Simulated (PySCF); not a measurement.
# HF⁺, PBE: how much the basis matters

PySCF, UKS reference; doublet, unpaired electrons π ↑; De to H⁺ + F without counterpoise correction.

| basis | relativity | functions | Re (Å) | ωe (cm⁻¹) | De (eV) | μ (D) |
| --- | --- | --- | --- | --- | --- | --- |
| 6-31G(d,p) | no relativity | 19 | 1.026 | 2914 | 3.94 | -2.64 |
| aug-pcseg-1 | no relativity | 32 | 1.034 | 2787 | 3.48 | -2.59 |
| pcseg-2 | no relativity | 44 | 1.023 | 2899 | 3.65 | -2.59 |
| def2-TZVPPD | no relativity | 57 | 1.023 | 2905 | 3.65 | -2.57 |

How does each smaller set differ from the one with most functions, def2-TZVPPD?

6-31G(d,p): +0.3 pm, +0.3 % in ωe, +0.29 eV in De; aug-pcseg-1: +1.1 pm, -4.1 % in ωe, -0.17 eV in De; pcseg-2: +0.0 pm, -0.2 % in ωe, +0.00 eV in De. All at PBE; the set with most functions is neither the basis-set limit nor always the best.

A positive dipole points towards F; it is taken about the centre of mass and depends on that origin. For an ion De counts to the pair picked by the measured ionisation energies or electron affinities, which need not be the lowest pair at this level. The state is the lowest determinant that a PBE0 search found; another state may lie lower at other levels.
